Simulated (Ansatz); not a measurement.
# CH₆BN: up Jacob's ladder to CCSD(T)

The task here is to estimate one member of a computed series from the others.

The runs use Ansatz 0.2.0, Gaussian basis; functionals in def2-TZVPP, the program's frozen cores in correlated methods.

Levels to be run: LDA (SPW92), PBE-D4, revPBE-D4, BLYP-D4, r2SCAN-D4, B97M-V, PBE0-D4, B3LYP-D4, r2SCANh-D4, r2SCAN0-D4, HSE06-D4, BHLYP-D4, CAM-B3LYP-D4, LC-ωPBE, ωB97X-V, ωB97M-V, B2PLYP, PBE-QIDH; CCSD(T)/def2-SVP; CCSD(T)/def2-TZVPP; MP2/def2-QZVPP; extrapolation to the limit; RPA on PBE.

### The geometry

An earlier PBE0-D4 in a triple-zeta def2 set relaxation fixed the geometry.

SMILES `BNC`, 9 atoms, charge 0, spin multiplicity 1.

Atoms are counted from 1 here; the program's logs count them from 0.

Bond lengths: B1–N2 1.383 Å, B1–H4 1.199 Å, B1–H5 1.197 Å, N2–C3 1.444 Å, N2–H6 1.008 Å, C3–H7 1.090 Å, C3–H8 1.094 Å, C3–H9 1.094 Å. Angles: N2–B1–H4 118.9°, N2–B1–H5 118.8°, H4–B1–H5 122.3°, B1–N2–C3 126.9°, B1–N2–H6 119.2°, C3–N2–H6 113.9°, N2–C3–H7 109.0°, N2–C3–H8 111.6°, N2–C3–H9 111.6°, H7–C3–H8 108.3°, H7–C3–H9 108.3°, H8–C3–H9 108.0°.

The first run:

Contents of in.yaml:

```yaml
crystal:
  periodic: [false, false, false]
  atoms:
    - {symbol: B, position_ang: [-0.798969, 0.735928, -0.884932]}
    - {symbol: N, position_ang: [0.123660, 0.493696, 0.116254]}
    - {symbol: C, position_ang: [0.559981, -0.794849, 0.601590]}
    - {symbol: H, position_ang: [-1.315514, -0.195331, -1.434982]}
    - {symbol: H, position_ang: [-1.054276, 1.869732, -1.172499]}
    - {symbol: H, position_ang: [0.560394, 1.274507, 0.581430]}
    - {symbol: H, position_ang: [0.041687, -1.576334, 0.046376]}
    - {symbol: H, position_ang: [1.637021, -0.932340, 0.464654]}
    - {symbol: H, position_ang: [0.334517, -0.921307, 1.665010]}
basis:
  gaussian: {orbitals: def2-TZVPP}
hamiltonian: {xc: lda}
output: {orbitals: {seedname: orbitals}}
```

The run is started by

```bash
$ ansatz run in.yaml --threads 4 --pin off --events-out ev --progress --plain --max-ram 10444MiB
```

Steps of the session up to this table: LDA; PBE-D4 (GGA); revPBE-D4 (GGA); BLYP-D4 (GGA); r2SCAN-D4 (meta-GGA); B97M-V (meta-GGA); B3LYP-D4 (hybrid); r2SCANh-D4 (hybrid); r2SCAN0-D4 (hybrid); HSE06-D4 (hybrid); BHLYP-D4 (hybrid); CAM-B3LYP-D4 (range-separated); LC-ωPBE (range-separated); ωB97X-V (range-separated); ωB97M-V (range-separated); B2PLYP (double hybrid); PBE-QIDH (double hybrid).

One of the session's tables, all rows but one given; the rest of the session is left out.

It belongs to the step «Frontier levels by functional». 

| functional | HOMO (eV) | gap (eV) |
| --- | --- | --- |
| LDA (SPW92) | -6.76 | 5.84 |
| PBE-D4 | -6.61 | 5.92 |
| revPBE-D4 | -6.56 | 5.94 |
| BLYP-D4 | -6.48 | 5.90 |
| r2SCAN-D4 | -6.82 | 6.51 |
| B97M-V | -6.92 | 6.46 |
| PBE0-D4 | ? | ? |
| B3LYP-D4 | -7.66 | 7.66 |
| r2SCANh-D4 | -7.31 | 7.32 |
| r2SCAN0-D4 | -8.04 | 8.53 |
| HSE06-D4 | -7.48 | 7.35 |
| BHLYP-D4 | -9.08 | 10.22 |
| CAM-B3LYP-D4 | -9.29 | 10.54 |
| LC-ωPBE | -10.70 | 13.13 |
| ωB97X-V | -10.31 | 12.63 |
| ωB97M-V | -10.24 | 12.26 |

Q: Estimate the row for PBE0-D4 from the others.

As computed: HOMO (eV): -7.89; gap (eV): 8.14. In the column «HOMO (eV)» it lies between r2SCAN0-D4 (-8.04) and B3LYP-D4 (-7.66).
